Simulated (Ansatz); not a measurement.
`C[CH]CF` radical. Charge 0, multiplicity 2.

```xyz
10

C     0.817    0.999   -0.066
C    -0.506    0.352    0.075
C    -0.638   -1.116    0.025
F     0.227   -1.730    0.933
H     1.579    0.473    0.515
H     1.159    0.988   -1.113
H     0.795    2.042    0.254
H    -1.409    0.950    0.078
H    -0.368   -1.518   -0.964
H    -1.654   -1.439    0.264
```

Q: List the harmonic frequencies (cm⁻¹, unscaled) at PBE0-D4/def2-TZVP in Ansatz. (Best estimate.)

A: The calculation gave: 65, 66, 250, 352, 559, 900, 922, 976, 1015, 1132, 1164, 1267, 1371, 1396, 1411, 1466, 1475, 1487, 2982, 2988, 3079, 3093, 3134, 3207.

Q: Is this a minimum?

A: Yes, all 24 modes are real.

Q: Give the ideal-gas thermochemistry at 298.15 K and 1 bar (rigid rotor, harmonic oscillator; point group C1, symmetry number 1).

A: Zero-point energy 213.9 kJ/mol; H(298) − E = 231.5 kJ/mol; entropy 320.6 J/(mol·K), of which translation 160.1, rotation 101.7, vibration 52.9, electronic 5.8; G(298) − E = 135.9 kJ/mol. Modes under 100 cm⁻¹ are hindered rotations or soft bends, so the harmonic entropy is rough.
